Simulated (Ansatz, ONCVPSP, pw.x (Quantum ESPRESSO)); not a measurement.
**pw.x on diamond Os: one setting changed**

Potential: optimised norm-conserving Vanderbilt (ONCV), ONCVPSP 4.0.1.1 (patched build), PBEsol; core [Kr] 4d10 4f14, reference 5s2 5p6 5d6 6s2; waves: 5s+6s: rc 1.85 bohr, ncon 4, nbas 7, qcut 7.9 1/bohr, 2 projectors; 5p: rc 1.70 bohr, ncon 4, nbas 8, qcut 9 1/bohr, 3 projectors, debl 3.6 Ha; 5d: rc 2.10 bohr, ncon 3, nbas 7, qcut 8 1/bohr, 3 projectors, debl 4 Ha; local part: polynomial inside 1.30 bohr (lpopt 5, dvloc0 0 Ha); core correction: none.

The reference run (k-mesh 8³, cutoffs 70/280 Ry, Fermi–Dirac 0.01 Ry, mixing_beta 0.4, conv_thr 1e-9, no spin) gives -2.60 GPa at 20.823 Å³/atom, where all-electron LAPW gives 0.05 GPa. This run, with its own iteration cap, changes mixing_mode to TF.

```
&control
  calculation='scf', prefix='x', pseudo_dir='./', outdir='./tmp', tstress=.true., disk_io='none'
/
&system
  ibrav=0, nat=2, ntyp=1, ecutwfc=70, ecutrho=280, nbnd=26,
  occupations='smearing', smearing='fd', degauss=0.01
/
&electrons
  conv_thr=1e-09, mixing_beta=0.4, electron_maxstep=50, mixing_mode='TF'
/
ATOMIC_SPECIES
Os 1.0 Os.UPF
CELL_PARAMETERS angstrom
  0.00000000 2.75115103 2.75115103
  2.75115103 0.00000000 2.75115103
  2.75115103 2.75115103 0.00000000
ATOMIC_POSITIONS crystal
Os 0.0000 0.0000 0.0000
Os 0.2500 0.2500 0.2500
K_POINTS automatic
8 8 8 0 0 0
```

```bash
pw.x < Os.scf.in > Os.scf.out
```

Problem. How does the run end?

Solution. It converges in 10 iterations; the free energy moves by +0.0 meV/atom and the pressure by +0.01 GPa. The result is that of the reference run.

```
Message from routine setup:
     using ibrav=0 with symmetry is DISCOURAGED, use correct ibrav instead
     lattice parameter (alat)  =       7.3524  a.u.
     unit-cell volume          =     281.0411 (a.u.)^3
     number of electrons       =        32.00
     number of Kohn-Sham states=           26
     kinetic-energy cutoff     =      70.0000  Ry
     charge density cutoff     =     280.0000  Ry
     scf convergence threshold =      1.0E-09
     Exchange-correlation= PBESOL
     number of k points=    29  Fermi-Dirac smearing, width (Ry)=  0.0100
     iteration #  1     ecut=    70.00 Ry     beta= 0.40
     total energy              =    -368.77658764 Ry
     estimated scf accuracy    <       0.05250030 Ry
     iteration #  2     ecut=    70.00 Ry     beta= 0.40
     total energy              =    -368.76732629 Ry
     estimated scf accuracy    <       0.02580918 Ry
     iteration #  3     ecut=    70.00 Ry     beta= 0.40
     total energy              =    -368.76849073 Ry
     estimated scf accuracy    <       0.00126415 Ry
     iteration #  4     ecut=    70.00 Ry     beta= 0.40
     c_bands:  1 eigenvalues not converged
     total energy              =    -368.76874661 Ry
     estimated scf accuracy    <       0.00018467 Ry
     iteration #  5     ecut=    70.00 Ry     beta= 0.40
     total energy              =    -368.76878674 Ry
     estimated scf accuracy    <       0.00005086 Ry
     iteration #  6     ecut=    70.00 Ry     beta= 0.40
     total energy              =    -368.76878908 Ry
     estimated scf accuracy    <       0.00000120 Ry
     iteration #  7     ecut=    70.00 Ry     beta= 0.40
     total energy              =    -368.76878924 Ry
     estimated scf accuracy    <       0.00000164 Ry
     iteration #  8     ecut=    70.00 Ry     beta= 0.40
     total energy              =    -368.76878951 Ry
     estimated scf accuracy    <          7.5E-09 Ry
     iteration #  9     ecut=    70.00 Ry     beta= 0.40
     total energy              =    -368.76878951 Ry
     estimated scf accuracy    <          5.3E-09 Ry
     iteration # 10     ecut=    70.00 Ry     beta= 0.40
     the Fermi energy is    15.6819 ev
!    total energy              =    -368.76878951 Ry
     estimated scf accuracy    <          3.3E-10 Ry
     smearing contrib. (-TS)   =      -0.00749013 Ry
     The total energy is F=E-TS. E is the sum of the following terms:
     one-electron contribution =    -148.51905998 Ry
     hartree contribution      =      82.60250355 Ry
     xc contribution           =     -37.59354162 Ry
     ewald contribution        =    -265.25120134 Ry
     convergence has been achieved in  10 iterations
          total   stress  (Ry/bohr**3)                   (kbar)     P=      -25.91
     Message from routine punch:
     Nothing written, as per user request (disk_io='none')
```

The run took about 28 s on one core of a shared host (Intel(R) Xeon(R) Platinum 8375C CPU @ 2.90GHz, 128 threads, 992 GiB, load 61).
